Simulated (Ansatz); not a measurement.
Scan of [H···H···O], triplet

Starting geometry:

```xyz
3

H     0.0000    0.0000   -0.9037
H     0.0000    0.0000   -0.1587
O     0.0000    0.0000    1.0623
```

From there H2 is moved from one fragment to the other while all else, the fragments' distance too, stays fixed; atoms are numbered as listed. Energies are in kJ/mol, counted from the starting geometry at the same level. Kohn–Sham curves are unrestricted where that lies lower.

Basis 6-31G; Ansatz 0.2.0. Only valence electrons are correlated (noble-gas cores frozen).

Full CI is exact within this basis and frozen core; it isn't the basis-set limit.

```json
{"distance H1-H2 (Å)": "0.693", "B3LYP": "6.5"}
{"distance H1-H2 (Å)": "0.745", "B3LYP": "0.0"}
{"distance H1-H2 (Å)": "0.778", "B3LYP": "-0.7"}
{"distance H1-H2 (Å)": "0.811", "B3LYP": "0.4"}
{"distance H1-H2 (Å)": "0.844", "B3LYP": "2.6"}
{"distance H1-H2 (Å)": "0.877", "B3LYP": "5.8"}
{"distance H1-H2 (Å)": "0.910", "B3LYP": "10.0"}
{"distance H1-H2 (Å)": "0.943", "B3LYP": "15.6"}
{"distance H1-H2 (Å)": "0.976", "B3LYP": "23.1"}
```

Question: Estimate the full CI curve in 6-31G from this one, knowing how B3LYP errs.

Answer: The computed full CI values, in kJ/mol from the starting point, and the error of B3LYP against them:
```
distance H1-H2 (Å)  full CI  B3LYP less full CI
             0.693      1.2                 5.2
             0.745      0.0                 0.0
             0.778      1.9                -2.6
             0.811      4.7                -4.3
             0.844      7.6                -5.0
             0.877     10.5                -4.6
             0.910     13.3                -3.3
             0.943     16.6                -1.0
             0.976     21.3                 1.9
```

The error spans 10.2 kJ/mol and is largest, 5.2 kJ/mol, at 0.693 Å.

In so small a basis the reference is far from its limit while semilocal and hybrid functionals are nearer theirs, so the functionals' errors here hold much of the reference's basis and frozen-core error, which can add to them or hide them.
